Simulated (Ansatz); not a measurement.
Basis-set extrapolation for `S[Si]Cl` (PBE0-D4/def2-TZVP geometry, frozen core, the Gaussian-basis code of Ansatz). Multiplicity 1, RHF reference.

```tsv
	def2-TZVPP	def2-QZVPP
HF	-1146.631198	-1146.663748
MP2 correlation	-0.464324	-0.508520
CCSD(T) correlation	-0.531422	-0.574642
```

Energies in hartree. Use E(X) = E(∞) + A·exp(−7.88·√X) for Hartree–Fock and E(X) = E(∞) + B·X^(−2.97) for correlation, with X = 3 and 4.

What is the CCSD(T) energy at the basis-set limit?

HF limit: -1146.663748 + (-0.032550) × 0.13774 = -1146.66823. Correlation limit: -0.574642 + (-0.043220) × 0.74074 = -0.60666. Total: -1147.27489 hartree, 70.5 kcal/mol below CCSD(T)/def2-TZVPP.
